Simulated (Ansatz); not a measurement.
Pulling the pair apart

The pair of HCl (SMILES Cl, atoms 1–2) and SiH3F (SMILES [SiH3]F, atoms 3–7), both closed shells, in one local arrangement (a lower one may exist), relaxed at PBE0-D4/def2-TZVP:

```tsv
atom	x (Å)	y (Å)	z (Å)
Cl1	-0.2560	0.3562	-3.2361
H2	0.3773	0.3268	-2.1189
Si3	-0.0558	-0.1472	1.1131
F4	0.8697	0.1669	-0.1691
H5	0.8201	-0.1352	2.3058
H6	-0.6686	-1.4787	0.9108
H7	-1.0867	0.9112	1.1944
```

SiH3F is shifted rigidly along the line between the mean atom positions of the two fragments (negative: closer). Counterpoise interaction energies in kcal/mol. Program: Ansatz 0.2.0. Basis: def2-TZVPPD. Cores are frozen in the correlated methods.

| shift (Å) | MP2 | wB97M-V | r2SCAN-D4 |
| --- | --- | --- | --- |
| -0.33 | -1.13 | -1.31 | -1.88 |
| -0.16 | -2.26 | -2.41 | -2.77 |
| 0.00 | -2.64 | -2.73 | -2.96 |
| 0.16 | -2.62 | -2.66 | -2.81 |
| 0.39 | -2.31 | -2.31 | -2.40 |
| 0.82 | -1.62 | -1.59 | -1.62 |
| 1.64 | -0.78 | -0.77 | -0.76 |
| 3.27 | -0.25 | -0.25 | -0.24 |

Task: What does CCSD(T) give at these shifts? (To be estimated.)

Result: By the calculation: -0.81, -2.07, -2.52, -2.55, -2.28, -1.60, -0.77, -0.25 kcal/mol. For zero shift, CCSD(T) at an estimated basis limit (MP2 extrapolated from triple and quadruple zeta, plus CCSD(T) − MP2 in triple zeta) gives -2.86 kcal/mol. These are counterpoise interaction energies, counted from the two frozen fragments.

T1 diagnostic: at most 0.010.

For scale, one of the runs: CCSD(T)/def2-TZVPPD, 207 basis functions, launched by `ansatz run in.yaml --threads 2 --pin off --events-out ev --progress --plain --max-ram 5222MiB`. The run took 51 s on 2 CPU threads of an Arm Neoverse V2 (shared host), with 2.6 GiB of host memory at its peak.
